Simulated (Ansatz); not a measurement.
Loss of H2: BH2O → BO + H2

Species: BH2O `B[O]`, doublet; BO, doublet; H2 (hydrogen), singlet. 

Shapes, held fixed at every level: PBE0-D4/def2-TZVP. Programs: Ansatz 0.2.0. The zero-point and thermal change to 298 K, harmonic and unscaled (PBE0-D4/def2-TZVP), is -8.0 kJ/mol.

```json
{"level": "HF/def2-SVP", "kind": "Hartree–Fock", "ΔH(298 K) (kJ/mol)": "+125.4", "less CCSD(T)/CBS estimate": "+46.1"}
{"level": "PBE-D4/def2-TZVPP", "kind": "GGA", "ΔH(298 K) (kJ/mol)": "+113.2", "less CCSD(T)/CBS estimate": "+33.9"}
{"level": "B3LYP-D4/def2-TZVPP", "kind": "global hybrid", "ΔH(298 K) (kJ/mol)": "+111.2", "less CCSD(T)/CBS estimate": "+31.9"}
{"level": "r2SCAN0-D4/def2-TZVPP", "kind": "global hybrid", "ΔH(298 K) (kJ/mol)": "+113.7", "less CCSD(T)/CBS estimate": "+34.4"}
{"level": "wB97M-V/def2-TZVPP", "kind": "range-separated hybrid", "ΔH(298 K) (kJ/mol)": "+108.1", "less CCSD(T)/CBS estimate": "+28.8"}
{"level": "MP2/def2-SVP", "kind": "perturbation theory", "ΔH(298 K) (kJ/mol)": "+36.4", "less CCSD(T)/CBS estimate": "-42.9"}
{"level": "CCSD(T)/def2-TZVPP", "kind": "coupled cluster or CI", "ΔH(298 K) (kJ/mol)": "+83.2", "less CCSD(T)/CBS estimate": "+3.9"}
{"level": "CCSD(T)/CBS estimate", "kind": "coupled cluster or CI", "ΔH(298 K) (kJ/mol)": "+79.3", "less CCSD(T)/CBS estimate": "0.0"}
```

The highest level, CCSD(T)/CBS estimate, gives ΔH(298 K) = +79.3 kJ/mol; the levels span +36.4 to +125.4. The column of differences is taken from that level and isn't an error. No measured value is set beside it here. Open shells run unrestricted unless RO is named. The CBS estimate extrapolates MP2 from def2-TZVPP and def2-QZVPP and adds CCSD(T) − MP2 in the triple-zeta set, cores frozen; for H2 it overshoots the exact energy by about 1 mEh.
